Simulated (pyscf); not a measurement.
O=Ti=O + CH₄ → H₃C–Ti(=O)–OH, an addition across a multiple bond or ene-type step (singlet surface; C–H broken, C–Ti, H–O formed). PySCF, gas phase, ωB97X-D3(BJ)/def2-SVP geometries. MP2 and CC: frozen core, UHF for open shells. ΔMP2 is the change of the MP2 total energy from the triple- to the quadruple-zeta basis. Energies in kJ/mol from the separated reactants.

Small-basis levels: PySCF, no dispersion term, spherical d functions. 

Quick BP86/6-31G*+LANL2DZ single points give ΔE‡ = 43.6 kJ/mol and ΔE = -85.6 kJ/mol. What does CCSD(T)/def2-TZVPP + ΔMP2(QZVPP) give, and how far is the quick result from it?

CCSD(T)/def2-TZVPP + ΔMP2(QZVPP) gives ΔE‡ = 23.8 kJ/mol and ΔE = -138.0 kJ/mol. BP86/6-31G*+LANL2DZ lies 19.8 kJ/mol over it in the barrier and 52.4 kJ/mol over it in the reaction energy, so on this step it does not hold to within 12.6 kJ/mol. CCSD(T)/def2-TZVPP + ΔMP2(QZVPP) has limits of its own. On the reactant side the descent ends in an adduct with a C–Ti contact, 58.6 kJ/mol under the separated species and 88.1 kJ/mol under the saddle at ωB97X-D3(BJ)/def2-TZVP. What is counted as formed (C–Ti) is already present as a longer contact in the reactant adduct; forming that adduct is a step of its own. At the saddle there is also a short H–Ti contact that neither side keeps. This is the saddle that the search found; another between the same sides may lie lower. The CCSD(T) − MP2 part came from Ansatz, without density fitting, on the same reference. The frozen core leaves the outer d or s,p core shells of the metals and heavy elements correlated in the MP2 and CC values, and def2-TZVPP describes them poorly, which can shift differences by a few kcal/mol.
